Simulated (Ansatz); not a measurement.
The first iterations of a band of C$_{3}$H$_{5}$S (9 atoms, charge 1, multiplicity 1).

The calculation used Ansatz 0.2.0, RHF/cc-pVDZ.

```
movable images  : 9
climbing image  : yes
spring          : 5.0 eV/Å²
optimiser       : quadratic models (default)
start path      : through a guess of the saddle point
force threshold : 0.05 eV/Å
iteration limit : 58
end points      : relaxed
```

Image 0:

```xyz
9
Properties=species:S:1:pos:R:3
C -0.282 0.542 -1.138
C -0.163 -0.146 0.052
C 1.124 -0.465 0.437
S -1.598 -0.725 0.963
H 0.592 0.857 -1.698
H -1.254 0.782 -1.555
H 1.316 -1.058 1.324
H 1.982 -0.138 -0.140
H -1.717 0.350 1.755
```

Image 10:

```xyz
9
Properties=species:S:1:pos:R:3
C -0.272 0.592 -1.116
C -0.112 0.103 0.165
C 1.134 -0.415 0.460
S -1.388 0.277 1.416
H 0.520 0.510 -1.853
H -1.190 1.081 -1.423
H 1.380 -0.761 1.458
H 1.908 -0.483 -0.297
H -1.980 -0.904 1.190
```

| iteration | highest image above the first end (eV) | largest band force component (eV/Å) |
| --- | --- | --- |
| 1 | 3.876 | 23.054 |
| 2 | 0.646 | 5.868 |

Does the band converge within its limit, and where does its top end?

The run converged. It ended after 7 iterations with the highest image 0.074 eV above the first end. A vibrational analysis at the climbing image gives one clearly imaginary mode, 150i cm⁻¹: a first-order saddle point. Limits of this set-up: the dipole of an ion depends on the origin.

Time of the run: 2.3 min on 1 thread of AMD EPYC 7R43 64-Core Processor (Zen 3), on a shared host, peak memory 0.15 GiB.
